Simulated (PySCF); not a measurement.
# Gas-phase thermal properties of SiS

Energies from PySCF (xtb for GFN2), thermal terms from the rigid-rotor harmonic-oscillator model, ideal gas at 1 bar. The comparison is the NASA 1993 polynomial table, which mixes measured and estimated data. 6-31G* has spherical d functions here. All species are closed-shell singlets. B3LYP is the form with VWN-RPA correlation. The harmonic model lacks anharmonicity and excited electronic states, which grow with temperature; levels with a mode under 35 cm⁻¹ are left out. The table's entry may be an old estimate for SiS (not checked at source).

| level | point group | σ | ZPE (kJ/mol) | S°298 (J/mol/K) | Cp298 (J/mol/K) | S°1000 (J/mol/K) | H1000 − H298 (kJ/mol) |
|---|---|---|---|---|---|---|---|
| table | - | - | - | 223.8 | 32.4 | 266.3 | 24.9 |
| B3LYP/6-31G* | C∞v | 1 | 4.4 | 223.9 | 32.3 | 266.2 | 24.8 |
| GFN2-xTB | C∞v | 1 | 4.6 | 224.2 | 32.1 | 266.3 | 24.8 |
| HF/6-31G* | C∞v | 1 | 4.9 | 223.3 | 31.7 | 265.1 | 24.6 |
| PBE/def2-SVP | C∞v | 1 | 4.3 | 224.0 | 32.4 | 266.4 | 24.9 |
| PBE0/def2-TZVP | C∞v | 1 | 4.6 | 223.5 | 32.1 | 265.7 | 24.8 |
σ: rotational symmetry number. Electronic degeneracy used: 1. Frequencies are unscaled.
